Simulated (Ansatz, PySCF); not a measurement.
System: vinyl chloride, C2H3Cl, net charge 0, singlet state. SMILES: C=CCl
Coordinates optimised at B3LYP-D3(BJ)/def2-TZVP (Ansatz, a quantum-chemistry and plane-wave program):
```xyz
6

C      0.0112     0.7589    -0.0124
C      1.3049     1.0233     0.0034
Cl    -0.6370    -0.8532     0.0042
H     -0.7591     1.5163    -0.0370
H      2.0529     0.2431     0.0280
H      1.6388     2.0524    -0.0084
```

Unscaled harmonic wavenumbers (cm⁻¹) in rising order, each level at the stationary point that it reaches from this structure (no distance between atoms moves by over 0.3 Å); the order of modes can differ between levels, and a negative number is imaginary. B3LYP-D3(BJ)/def2-TZVP (PySCF, at the structure above): 401, 638, 707, 932, 978, 1046, 1306, 1411, 1667, 3155, 3206, 3246.

HF/3-21G (Ansatz): 417, 662, 698, 1098, 1151, 1156, 1400, 1569, 1834, 3337, 3422, 3456. Zero-point energy 28.9 against 26.7 kcal/mol; where all levels lie over 400 cm⁻¹, the wavenumbers are on average 1.087 times those of B3LYP-D3(BJ)/def2-TZVP.

HF/6-31G* (Ansatz): 430, 697, 773, 1077, 1093, 1144, 1431, 1543, 1841, 3352, 3426, 3444. Zero-point energy 29.0 against 26.7 kcal/mol; where all levels lie over 400 cm⁻¹, the wavenumbers are on average 1.094 times those of B3LYP-D3(BJ)/def2-TZVP.

B3LYP/6-31G* (Ansatz): 398, 633, 708, 916, 978, 1050, 1320, 1424, 1691, 3179, 3235, 3269. Zero-point energy 26.9 against 26.7 kcal/mol; where all levels lie over 400 cm⁻¹, the wavenumbers are on average 1.004 times those of B3LYP-D3(BJ)/def2-TZVP.
